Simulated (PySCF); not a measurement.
# C3H2O (2-propynal): the cost of one run

Programs: PySCF 2.14.0, with density-fitted response routines of our own. Each step states its level of theory. These are calculated values for one molecule, in the gas phase or a continuum, unless marked as measured. Atoms count from 0, in the outputs and in this text.

## Step 1: The starting structure

6 atoms, charge 0, multiplicity 1; geometry from: GFN2-xTB. The atoms were then displaced at random by about 0.01 Å, so the start is not that level's minimum.

Bonds of the start (Å): C0–C1 1.23, C1–C2 1.45, C2–O3 1.16, C0–H4 1.02, C2–H5 1.11.

## Step 2: Geometry optimisation at PBE0-D3(BJ)/def2-TZVP

The job: settings as JSON, then the geometry in Å.

```
{"job": {"xc": "PBE0", "basis": "def2-TZVP", "d3": "d3bj", "grid": 2, "shake": 0.01, "kind": "geom"}, "charge": 0, "multiplicity": 1}
C      1.468850    -0.122940     0.478060
C      0.302920    -0.032110     0.097390
C     -1.069080     0.051900    -0.353270
O     -1.817070    -0.836610    -0.313390
H      2.443850    -0.154790     0.788530
H     -1.305290     1.064530    -0.741990
```

Command:

```
OMP_NUM_THREADS=1 python probes_run.py task.json out
```

This one command runs all jobs of the session in turn.

**Question.** How long does this first job take on 1 thread of Intel Xeon 6975P-C, shared host, and how much memory does it need?

About 27 s, with a peak of 0.54 GiB.
